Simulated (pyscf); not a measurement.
H₃C–F + Br⁻ -> F⁻ + H₃C–Br, a substitution at C (singlet surface; C–F broken, Br–C formed). PySCF, gas phase, ωB97X-D3(BJ)/def2-SVPD geometries. MP2 and CC: frozen core, UHF for open shells. ΔMP2 is the change of the MP2 total energy from the triple- to the quadruple-zeta basis. Energies in kJ/mol from the separated reactants.

Small-basis levels: PySCF, no dispersion term, spherical d functions. AM1 to PM7: differences of heats of formation from MOPAC. Cost: rough CPU time at the saddle relative to B3LYP/6-31G*+LANL2DZ, from one job on a shared machine.

| level | barrier | reaction energy | cost |
|---|---|---|---|
| HF/STO-3G | 498.7 | +720.6 | 0.08 |
| HF/6-31G*+LANL2DZ | 218.5 | +362.4 | 0.1 |
| MP2/6-31G*+LANL2DZ | (withheld) | +321.5 | 0.1 |
| SVWN5/6-31G*+LANL2DZ | (withheld) | +391.6 | 0.7 |
| B3LYP/STO-3G | 276.0 | +776.7 | 0.9 |
| M06-2X/6-31G*+LANL2DZ | 181.6 | +366.0 | 2 |
| AM1 | 270.7 | +328.3 | under 0.02 |
| PM3 | 251.4 | +318.0 | under 0.02 |
| PM7 | 149.3 | +170.7 | under 0.02 |
| CCSD(T)/def2-TZVPPD + ΔMP2(QZVPPD) | (withheld) | +166.9 | – |

Q: Complete the blanks.

A: 
- MP2/6-31G*+LANL2DZ, barrier: 182.2
- SVWN5/6-31G*+LANL2DZ, barrier: 133.2
- CCSD(T)/def2-TZVPPD + ΔMP2(QZVPPD), barrier: 103.0

Against the last row the barrier runs from +30.2 (SVWN5/6-31G*+LANL2DZ) to +395.7 kJ/mol (HF/STO-3G). CCSD(T)/def2-TZVPPD + ΔMP2(QZVPPD) has limits of its own. On the reactant side the descent ends in a bound adduct, 35.2 kJ/mol under the separated species and 140.2 kJ/mol under the saddle at ωB97X-D3(BJ)/def2-TZVPD. On the product side the descent ends in a bound adduct, 64.5 kJ/mol under the separated species and 6.9 kJ/mol under the saddle at ωB97X-D3(BJ)/def2-TZVPD. At CCSD(T) the saddle lies under the separated products, which points to a path from their complex (located at ωB97X-D3(BJ) alone), and parting the products costs more than the saddle. One saddle was located; it need not be the lowest between these sides. The angle at the attacked C is 180°. The CCSD(T) − MP2 part came from Ansatz, without density fitting, on the same reference. The frozen core leaves the outer d or s,p core shells of the metals and heavy elements correlated in the MP2 and CC values, and def2-TZVPP describes them poorly, which can shift differences by a few kcal/mol. In the def2 sets elements up to Kr have no core potential.
